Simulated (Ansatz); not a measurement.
Basis-set series for C4H6O2, SMILES `O=CCC1CO1`. The species carries charge 0 and has multiplicity 1. The geometry is a stationary point of PBE0-D4/def2-TZVP. It is one conformer, not always the lowest.

| functional | basis | functions | energy (Eh) | HOMO (eV) | LUMO (eV) |
| --- | --- | --- | --- | --- | --- |
| PBE0-D4 | def2-SVP | 114 | -305.85932 | -7.45 | -0.67 |
| PBE0-D4 | def2-QZVPP | 522 | -306.22466 | -7.61 | -0.92 |
| ωB97M-V | def2-SVP | 114 | -306.07469 | -9.85 | 1.75 |
| ωB97M-V | def2-QZVPP | 522 | -306.45220 | -10.02 | 1.37 |

**Question.** Give the rows for def2-TZVPP. (An estimate is asked.)

**Answer.** Ansatz gave: 
```json
{"functional": "PBE0-D4", "basis": "def2-TZVPP", "functions": "270", "energy (Eh)": "-306.20799", "HOMO (eV)": "-7.57", "LUMO (eV)": "-0.86"}
{"functional": "ωB97M-V", "basis": "def2-TZVPP", "functions": "270", "energy (Eh)": "-306.43625", "HOMO (eV)": "-9.98", "LUMO (eV)": "1.48"}
```

Positive LUMOs are unbound and depend on the basis.
